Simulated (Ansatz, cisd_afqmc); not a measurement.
System: CS, charge 0, singlet. CS (SMILES [C-]#[S+]).
B3LYP-D3(BJ)/def2-TZVP minimum from Ansatz (a quantum-chemistry and plane-wave program):
```
C
S 1 1.5320
```
Charge 0, spin multiplicity 1.

Total energies in cc-pV(T+d)Z, 10 correlated electrons, 6 frozen orbitals. Radicals and triplets start from unrestricted determinants; spin-orbit coupling is neglected. Cores are frozen in correlated methods. No relativity. AFQMC/CISD: phaseless, guided by CISD from CCSD amplitudes; bars are statistical, one sigma. Outlying blocks are dropped, and bars are widened where a walk drifts. Over all cases where full CI ran beside it in this data, AFQMC minus full CI had a median of +0.1 mEh and passed +0.4 mEh in a tenth of the cases. The T1 diagnostic of CS ([C-]#[S+], singlet) reaches 0.025 in the sets run.

```json
[
 {"method": "HF", "program": "Ansatz", "energy (Eh)": "-435.35520", "minus CCSDT(Q) (mEh)": "342.59"},
 {"method": "MP2", "program": "Ansatz", "energy (Eh)": "-435.65779", "minus CCSDT(Q) (mEh)": "40.01"},
 {"method": "CCSD", "program": "Ansatz", "energy (Eh)": "-435.67423", "minus CCSDT(Q) (mEh)": "23.57"},
 {"method": "CCSD(T)", "program": "Ansatz", "energy (Eh)": "-435.69550", "minus CCSDT(Q) (mEh)": "2.30"},
 {"method": "CCSDT(Q)", "program": "Ansatz", "energy (Eh)": "-435.69780", "minus CCSDT(Q) (mEh)": "0.00"},
 {"method": "AFQMC/CISD", "program": "cisd_afqmc", "energy (Eh)": "-435.6965 ± 0.0004", "minus CCSDT(Q) (mEh)": "1.3 ± 0.4"}
]
```

Rough core times of Ansatz's runs on a shared machine: CCSD(T) under 20 s, CCSDT(Q) 50 s.
